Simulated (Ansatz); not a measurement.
in.yaml

```yaml
crystal:
  periodic: [false, false, false]
  atoms:
    - {symbol: Ge, position_ang: [0.000000, 0.000000, 0.000000]}
    - {symbol: O, position_ang: [0.000000, 0.000000, 4.972000]}
basis:
  gaussian: {orbitals: cc-pVTZ}
magnetization: {spin_polarized: true, initial_magnetization: 2}
correlation: {method: ccsdt_q, electrons: outside_noble_gas}
```

```sh
$ ansatz run in.yaml --threads 2 --pin off --events-out ev --progress --plain --max-ram 24576MiB --backend cuda --devices 0, --max-vram 18GiB
```

Output:

```
687 factors; integrals over basis functions are off by at most 2.5e-7 eV
mean field evaluation 1: about -58501.1090 eV, gradient 2.3e1 eV
mean field evaluation 2: about -58501.1098 eV, gradient 2.3e1 eV
mean field evaluation 4: about -58502.0674 eV, gradient 1.8e1 eV
mean field evaluation 8: about -58504.2230 eV, gradient 4.1e0 eV
mean field evaluation 16: about -58508.7800 eV, gradient 2.3e0 eV
mean field evaluation 32: about -58508.8528 eV, gradient 5.8e-3 eV
mean field evaluation 64: about -58508.8623 eV, gradient 3.4e-2 eV
mean field evaluation 96: about -58506.0135 eV, gradient 1.6e-4 eV
mean field evaluation 128: about -58503.9926 eV, gradient 4.5e0 eV
mean field evaluation 160: about -58508.7268 eV, gradient 2.5e0 eV
...
mean field -58508.86245626 eV, -2150.1610365362 hartree, gradient 8.3e-9 eV, S^2 3.038940; 56 other end points of the search recorded, 0 dependent functions left out
determinant -58508.86245626 eV, -2150.1610365362 hartree, with singles and doubles -58515.02073534 eV, -2150.3873491180 hartree
determinant -58508.85468163 eV, -2150.1607508239 hartree, with singles and doubles -58515.01262501 eV, -2150.3870510688 hartree
determinant -58508.85268108 eV, -2150.1606773051 hartree, with singles and doubles -58515.00985755 eV, -2150.3869493667 hartree
determinant -58508.85266788 eV, -2150.1606768200 hartree, with singles and doubles -58515.01273637 eV, -2150.3870551614 hartree
determinant -58508.85061547 eV, -2150.1606013950 hartree, with singles and doubles -58515.01253092 eV, -2150.3870476112 hartree
determinant -58508.84816740 eV, -2150.1605114302 hartree, with singles and doubles -58515.00852031 eV, -2150.3869002242 hartree
determinant -58508.84737648 eV, -2150.1604823646 hartree, with singles and doubles -58515.00799596 eV, -2150.3868809547 hartree
determinant -58508.84732058 eV, -2150.1604803101 hartree, with singles and doubles -58515.00954726 eV, -2150.3869379639 hartree
determinant -58508.84724140 eV, -2150.1604774003 hartree, with singles and doubles -58515.00899614 eV, -2150.3869177107 hartree
determinant -58508.21353005 eV, -2150.1371889378 hartree, with singles and doubles -58514.61579982 eV, -2150.3724680122 hartree
determinant -58508.20702778 eV, -2150.1369499840 hartree, with singles and doubles -58514.60305096 eV, -2150.3719995004 hartree
determinant -58508.20515580 eV, -2150.1368811898 hartree, with singles and doubles -58514.60058415 eV, -2150.3719088468 hartree
determinant -58508.20478938 eV, -2150.1368677241 hartree, with singles and doubles -58514.61598296 eV, -2150.3724747424 hartree
determinant -58508.20287016 eV, -2150.1367971942 hartree, with singles and doubles -58514.61946435 eV, -2150.3726026813 hartree
determinant -58508.20032039 eV, -2150.1367034917 hartree, with singles and doubles -58514.61027740 eV, -2150.3722650669 hartree
determinant -58508.20020240 eV, -2150.1366991557 hartree, with singles and doubles -58514.60803159 eV, -2150.3721825351 hartree
determinant -58508.20019725 eV, -2150.1366989666 hartree, with singles and doubles -58514.61270962 eV, -2150.3723544497 hartree
determinant -58508.20017111 eV, -2150.1366980057 hartree, with singles and doubles -58514.61378298 eV, -2150.3723938948 hartree
determinant -58508.20016392 eV, -2150.1366977417 hartree, with singles and doubles -58514.61085138 eV, -2150.3722861603 hartree
determinant -58507.56142205 eV, -2150.1132244107 hartree, with singles and doubles -58514.38169158 eV, -2150.3638646932 hartree
determinant -58507.55239345 eV, -2150.1128926159 hartree, with singles and doubles -58514.37115212 eV, -2150.3634773751 hartree
determinant -58507.54814786 eV, -2150.1127365933 hartree, with singles and doubles -58514.36566337 eV, -2150.3632756673 hartree
determinant -58506.01353270 eV, -2150.0563405264 hartree, with singles and doubles -58511.02931993 eV, -2150.2406673072 hartree
determinant -58505.72309281 eV, -2150.0456670572 hartree, with singles and doubles -58512.96009600 eV, -2150.3116220192 hartree
determinant -58505.72195118 eV, -2150.0456251032 hartree, with singles and doubles -58512.96314622 eV, -2150.3117341128 hartree
determinant -58505.71238078 eV, -2150.0452733976 hartree, with singles and doubles -58512.96001429 eV, -2150.3116190164 hartree
determinant -58505.70885764 eV, -2150.0451439245 hartree, with singles and doubles -58512.95429377 eV, -2150.3114087913 hartree
determinant -58505.70008331 eV, -2150.0448214737 hartree, with singles and doubles -58512.94574856 eV, -2150.3110947604 hartree
determinant -58504.09438336 eV, -2149.9858130892 hartree, with singles and doubles -58512.73964672 eV, -2150.3035206576 hartree
determinant -58508.86245626 eV, -2150.1610365362 hartree, with singles and doubles -58514.99442899 eV, -2150.3863823776 hartree
determinant -58508.85468163 eV, -2150.1607508239 hartree, with singles and doubles -58514.98734282 eV, -2150.3861219657 hartree
determinant -58508.85268108 eV, -2150.1606773051 hartree, with singles and doubles -58514.98549485 eV, -2150.3860540539 hartree
determinant -58508.85266788 eV, -2150.1606768200 hartree, with singles and doubles -58514.98484208 eV, -2150.3860300652 hartree
determinant -58508.85061547 eV, -2150.1606013950 hartree, with singles and doubles -58514.98293547 eV, -2150.3859599984 hartree
determinant -58508.84816740 eV, -2150.1605114302 hartree, with singles and doubles -58514.98149750 eV, -2150.3859071543 hartree
determinant -58508.84737648 eV, -2150.1604823646 hartree, with singles and doubles -58514.97974426 eV, -2150.3858427238 hartree
determinant -58508.84732058 eV, -2150.1604803101 hartree, with singles and doubles -58514.97967876 eV, -2150.3858403168 hartree
determinant -58508.84724140 eV, -2150.1604774003 hartree, with singles and doubles -58514.98071180 eV, -2150.3858782802 hartree
determinant -58508.21353005 eV, -2150.1371889378 hartree, with singles and doubles -58514.59371025 eV, -2150.3716562357 hartree
determinant -58508.20702778 eV, -2150.1369499840 hartree, with singles and doubles -58514.58716668 eV, -2150.3714157639 hartree
determinant -58508.20515580 eV, -2150.1368811898 hartree, with singles and doubles -58514.58535167 eV, -2150.3713490635 hartree
determinant -58508.20478938 eV, -2150.1368677241 hartree, with singles and doubles -58514.58462975 eV, -2150.3713225333 hartree
determinant -58508.20287016 eV, -2150.1367971942 hartree, with singles and doubles -58514.58277629 eV, -2150.3712544198 hartree
determinant -58508.20032039 eV, -2150.1367034917 hartree, with singles and doubles -58514.57973704 eV, -2150.3711427296 hartree
determinant -58508.20020240 eV, -2150.1366991557 hartree, with singles and doubles -58514.58095653 eV, -2150.3711875450 hartree
determinant -58508.20019725 eV, -2150.1366989666 hartree, with singles and doubles -58514.57967616 eV, -2150.3711404923 hartree
determinant -58508.20017111 eV, -2150.1366980057 hartree, with singles and doubles -58514.57966435 eV, -2150.3711400582 hartree
determinant -58508.20016392 eV, -2150.1366977417 hartree, with singles and doubles -58514.58091304 eV, -2150.3711859469 hartree
determinant -58507.56565004 eV, -2150.1133797867 hartree, with singles and doubles -58514.38380537 eV, -2150.3639423735 hartree
determinant -58507.53555116 eV, -2150.1122736732 hartree, with singles and doubles -58514.35971415 eV, -2150.3630570376 hartree
15 core orbitals not correlated: weight in the atoms' cores, before any rotation towards them, 1.000 or more for the frozen orbitals, at most 0.000 for the correlated occupied ones
reference -58508.86245626 eV, -2150.1610365362 hartree; 6, 4 occupied and 52, 54 virtual orbitals, 687 factors
second order -5.14274907 eV of doubles, -0.00000000 eV of singles
...
cycle  49  -6.54642751 eV  change    1.7e-7 eV  update   1.5e-6
cycle  50  -6.54642766 eV  change   -1.5e-7 eV  update   1.4e-6
cycle   1  -6.54642627 eV  update   4.5e-6
cycle   2  -6.54642598 eV  change    2.9e-7 eV  update   5.4e-6
cycle   3  -6.54642557 eV  change    4.1e-7 eV  update   6.9e-6
cycle   4  -6.54642525 eV  change    3.2e-7 eV  update   1.4e-6
cycle   5  -6.54642511 eV  change    1.4e-7 eV  update   2.4e-6
cycle   6  -6.54642516 eV  change   -5.3e-8 eV  update   1.6e-6
cycle   7  -6.54642509 eV  change    7.6e-8 eV  update   1.3e-6
cycle   8  -6.54642486 eV  change    2.3e-7 eV  update   7.8e-7
perturbative correction -0.03339906 eV, -0.0012273929 hartree
WARN: these amplitudes may be one of several solutions (largest doubles amplitude 0.82, level shift 0.00 eV)
Total energy: -58515.44228018 eV, -2150.4028406054 hartree
```

The determinant's ⟨S²⟩ is 3.04 against 2.00 for a pure state.

Ran on 2 threads of AMD EPYC 7R13 with a shared H100 80 GB, shared host: 22 s wall, 0.87 GiB peak host memory.
